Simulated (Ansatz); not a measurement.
## Molecular dynamics of CH$_{7}$OSi

Input:

```yaml
crystal:
  periodic: [false, false, false]
  atoms:
    - { symbol: H, position_ang: [-0.2047, 0.8045, -1.4543] }
    - { symbol: C, position_ang: [0.2069, -0.4997, -1.1565] }
    - { symbol: O, position_ang: [-0.2462, -0.8036, 0.0897] }
    - { symbol: Si, position_ang: [-0.0921, -0.0454, 1.5227] }
    - { symbol: H, position_ang: [-0.5034, 1.7315, -1.56] }
    - { symbol: H, position_ang: [-0.257, -1.1312, -1.91] }
    - { symbol: H, position_ang: [1.2906, -0.4418, -1.2319] }
    - { symbol: H, position_ang: [-0.8639, 1.1984, 1.5166] }
    - { symbol: H, position_ang: [1.3101, 0.2715, 1.8055] }
    - { symbol: H, position_ang: [-0.6404, -1.0841, 2.3782] }
magnetization:
  spin_polarized: true
  initial_magnetization: 1
basis:
  gaussian: { orbitals: "6-31G" }
hamiltonian:
  xc: pbe
  dispersion: d4
md:
  timestep: 0.5
  n_steps: 150
  ensemble: nve
  temperature: 100.0
  initial_velocities: maxwell_boltzmann
  seed: 426838
```

Command:

```bash
$ ansatz run input.yaml --threads 1 --pin off --max-ram 2048MiB --backend cpu --events-out ev --progress --plain --runs-dir out
```

It starts from a rough guess of a transition structure, not a stationary point.

Output, in part (step lines, the closing report, with atoms numbered from 0):

```
md step     0: t =     0.00 fs  T =   100.0 K  F+E_penalty+E_count = -11062.27086154 eV  E_kin = 0.103408 eV  conserved = -11062.16745354 eV  (25 SCF iters)
md step     1: t =     0.50 fs  T =    95.4 K  F+E_penalty+E_count = -11062.26609553 eV  E_kin = 0.098607 eV  conserved = -11062.16748876 eV  (24 SCF iters)
md step     2: t =     1.00 fs  T =   100.0 K  F+E_penalty+E_count = -11062.27098662 eV  E_kin = 0.103385 eV  conserved = -11062.16760133 eV  (24 SCF iters)
md step     3: t =     1.50 fs  T =   112.2 K  F+E_penalty+E_count = -11062.28375088 eV  E_kin = 0.115992 eV  conserved = -11062.16775891 eV  (26 SCF iters)
md step     4: t =     2.00 fs  T =   129.5 K  F+E_penalty+E_count = -11062.30188130 eV  E_kin = 0.133956 eV  conserved = -11062.16792553 eV  (25 SCF iters)
md step     5: t =     2.50 fs  T =   149.5 K  F+E_penalty+E_count = -11062.32271217 eV  E_kin = 0.154642 eV  conserved = -11062.16807016 eV  (25 SCF iters)
md step     6: t =     3.00 fs  T =   169.9 K  F+E_penalty+E_count = -11062.34390653 eV  E_kin = 0.175733 eV  conserved = -11062.16817328 eV  (29 SCF iters)
md step     7: t =     3.50 fs  T =   189.1 K  F+E_penalty+E_count = -11062.36376749 eV  E_kin = 0.195538 eV  conserved = -11062.16822995 eV  (29 SCF iters)
[... lines left out ...]
Total energy: -11062.65813743 eV, -406.5451880116 hartree
Atom 0 at    -0.679330     3.913024    -2.682904 Å, force     0.052932    -0.426039     0.113431 eV/Å
Atom 1 at     0.376631    -0.747726    -1.104596 Å, force    -1.400692    -0.436736     1.438403 eV/Å
Atom 2 at    -0.452555    -1.059065     0.066200 Å, force     1.555136     1.013195    -0.192025 eV/Å
Atom 3 at    -0.052696    -0.019138     1.596955 Å, force     0.204583     0.071420    -2.170628 eV/Å
Atom 4 at    -0.769083     4.621333    -2.871464 Å, force    -0.052462     0.421936    -0.111466 eV/Å
Atom 5 at     0.201270    -1.375938    -1.968108 Å, force    -0.346210    -0.258826    -0.095296 eV/Å
Atom 6 at     1.350486    -0.320769    -0.952861 Å, force     0.652219     0.366222     0.241069 eV/Å
Atom 7 at    -1.102943     1.095664     1.541498 Å, force     0.252776    -0.213843     0.315238 eV/Å
Atom 8 at     1.390933     0.590001     1.361495 Å, force    -0.823435    -0.380052     0.258190 eV/Å
Atom 9 at    -0.105095    -0.896087     2.802070 Å, force    -0.094848    -0.157277     0.203083 eV/Å
Dipole moment:     0.237210     0.192551     0.307541 e Å
```

The steps, from the saved trajectory:

```csv
time (fs),T (K),potential energy less start (eV),conserved less start (meV/atom)
0.0,100,0.000,0.00
2.5,150,-0.052,-0.06
5.0,232,-0.137,-0.08
7.5,278,-0.185,-0.04
10.0,408,-0.319,-0.05
12.5,548,-0.464,-0.12
15.0,522,-0.436,-0.04
17.5,541,-0.457,-0.10
20.0,544,-0.460,-0.10
22.5,458,-0.371,-0.04
25.0,423,-0.335,-0.07
27.5,443,-0.355,-0.03
30.0,467,-0.380,-0.10
32.5,446,-0.358,-0.03
35.0,527,-0.442,-0.05
37.5,574,-0.491,-0.10
40.0,581,-0.498,-0.04
42.5,647,-0.566,-0.03
45.0,727,-0.650,-0.17
47.5,622,-0.540,-0.04
50.0,546,-0.462,-0.06
52.5,496,-0.411,-0.14
55.0,403,-0.313,-0.01
57.5,436,-0.348,-0.05
60.0,542,-0.459,-0.15
62.5,551,-0.467,-0.05
65.0,570,-0.487,-0.06
67.5,653,-0.574,-0.17
70.0,589,-0.506,-0.04
72.5,523,-0.438,-0.09
75.0,473,-0.387,-0.10
```

The run went to its last step. The conserved energy stayed within 0.17 meV per atom of its start (net change -0.1 meV per atom), so the integration is sound. The system heated up, since it started high on the potential surface and ran downhill. A run of 0.075 ps of so small a system gives no equilibrium averages. Limits of this set-up: no polarisation functions.

The step under study would form H1–H5 and break H1–C2. These pairs go: H1–H5 0.98 → 0.74 Å, H1–C2 1.40 → 5.03 Å. In the last frame they stand as after the step (other bonds may differ from the relaxed reactants and products). It ends as CH5OSi + H2. Pairs count as bonded within 1.25 times the sum of covalent radii (0.12 Å more for H–H).

Last frame:

```xyz
10
Properties=species:S:1:pos:R:3
H -0.679 3.913 -2.683
C 0.377 -0.748 -1.105
O -0.453 -1.059 0.066
Si -0.053 -0.019 1.597
H -0.769 4.621 -2.872
H 0.201 -1.376 -1.968
H 1.351 -0.321 -0.953
H -1.103 1.096 1.542
H 1.391 0.590 1.361
H -0.105 -0.896 2.802
```

Run time: 6.5 min on 1 CPU thread of a shared host.
